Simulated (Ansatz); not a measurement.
**SiNH4 (doublet): from Hartree-Fock to the top rungs at distance N1–H4 along a hydrogen transfer = 1.494 Å, cc-pVDZ**

An exercise on one series of results from a longer session: the logs are not shown, and one member is left open.

Program: Ansatz 0.2.0, Gaussian basis. Level of theory: cc-pVDZ, core rule «outside noble gas», up to 6 orbitals frozen. These are calculated values, not measurements.

Plan: UHF; CCSD(T) on ROHF; CCSD(T) on UHF; BCCD(T) on ROHF; CISD; CCSDT(Q) on ROHF; CCSDT(Q) on UHF; CASSCF and MRCISD+Q, 3 electrons in 3 orbitals; CASSCF and NEVPT2, 3 electrons in 3 orbitals.

8 further runs of the same task are left out: 6 that didn't finish, 2 set aside as unsound or not needed.

## The geometry

The geometry derives from fragments relaxed apart (PBE0/def2-TZVP) and kept rigid, so it is no stationary point. A hydrogen atom is moved between rigid fragments.

6 atoms, charge 0, spin multiplicity 2.

Atoms are counted from 1 here; the program's logs count them from 0.

Bond lengths: N1–H2 1.012 Å, N1–H3 1.012 Å, H4–Si5 1.633 Å, Si5–H6 1.532 Å. Angles: H2–N1–H3 107.1°, H4–Si5–H6 105.0°.

Coordinates:

```tsv
atom	x (Å)	y (Å)	z (Å)
N1	-2.0007	0.0200	-0.0192
H2	-2.2980	0.9878	-0.0192
H3	-2.2980	-0.3823	0.8610
H4	-0.5067	0.0200	-0.0192
Si5	1.1263	0.0200	-0.0192
H6	1.5227	-1.4595	-0.0192
```

Set-up of the first run:

Contents of in.yaml:

```yaml
crystal:
  periodic: [false, false, false]
  atoms:
    - {symbol: N, position_ang: [-2.000725, 0.019973, -0.019236]}
    - {symbol: H, position_ang: [-2.298005, 0.987807, -0.019236]}
    - {symbol: H, position_ang: [-2.298004, -0.382326, 0.861023]}
    - {symbol: H, position_ang: [-0.506725, 0.019973, -0.019236]}
    - {symbol: Si, position_ang: [1.126275, 0.019973, -0.019236]}
    - {symbol: H, position_ang: [1.522710, -1.459540, -0.019236]}
basis:
  gaussian: {orbitals: cc-pVDZ}
magnetization: {spin_polarized: true, initial_magnetization: 1}
hamiltonian: {xc: hf}
output: {orbitals: {seedname: orbitals}}
```

The run is started by

```console
> ansatz run in.yaml --threads 1 --pin off --events-out ev --progress --plain --max-ram 2393MiB
```

Steps of the session up to this table: UHF; CCSD(T) on ROHF; CCSD(T) on UHF; BCCD(T) on ROHF; CISD; CCSDT(Q) on ROHF; CCSDT(Q) on UHF; CASSCF and MRCISD+Q, 3 electrons in 3 orbitals; CASSCF and NEVPT2, 3 electrons in 3 orbitals.

One table of the session follows, with a row left open; its other results are not shown here.

```
       method  from UCCSDT(Q) (kJ/mol)
         ROHF                   +830.9
          UHF                   +787.9
         RMP2                   +153.1
         UMP2                   +160.0
         CISD                   +112.9
        RCCSD                    +26.8
        UCCSD                    +27.6
     RCCSD(T)                     +6.1
     UCCSD(T)                        ?
      BCCD(T)                     +5.6
       RCCSDT                     +1.8
       UCCSDT                     +1.9
    RCCSDT(Q)                      0.0
    UCCSDT(Q)                        0
  CASSCF pair                   +776.3
  NEVPT2 pair                   +138.0
  MRCISD pair                    +95.8
MRCISD+Q pair                    +17.2
```

Q: Estimate the row for UCCSD(T) from the others.

**Answer.** from UCCSDT(Q) (kJ/mol): +7.3. In the column «from UCCSDT(Q) (kJ/mol)» it lies between RCCSD(T) (+6.1) and MRCISD+Q pair (+17.2).

To keep in mind: The determinant is far from a pure spin state, so its energy mixes those of several spin states (harmless only where they are near-degenerate, as at dissociation). Restricted and unrestricted rows rest on different reference determinants; where their highest levels disagree by more than a few hundredths of an eV, they describe different states and don't form one ladder.
